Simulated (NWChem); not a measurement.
Species: ammonia (NH3); SMILES N

Results from NWChem. Each level has its own optimisation. Computed dipoles belong to the equilibrium geometry; the measured one is vibrationally averaged.

Measured dipole moment: 1.47 D (NIST CCCBDB, as tabulated in the package chemicals).

| level | dipole moment (D) | computed − measured |
|---|---|---|
| PBE/3-21G | … | … |
| PBE/pcseg-1 | 1.81 | +0.34 |
| PBE/aug-pcseg-1 | 1.49 | +0.02 |
| PBE/pcseg-2 | 1.63 | +0.16 |
| PBE/def2-TZVPP | … | … |

### Question
Complete the blanks.

### Answer

- PBE/def2-TZVPP, dipole moment (D): 1.62
- PBE/def2-TZVPP, computed − measured: +0.15
- PBE/3-21G, dipole moment (D): 1.96
- PBE/3-21G, computed − measured: +0.49
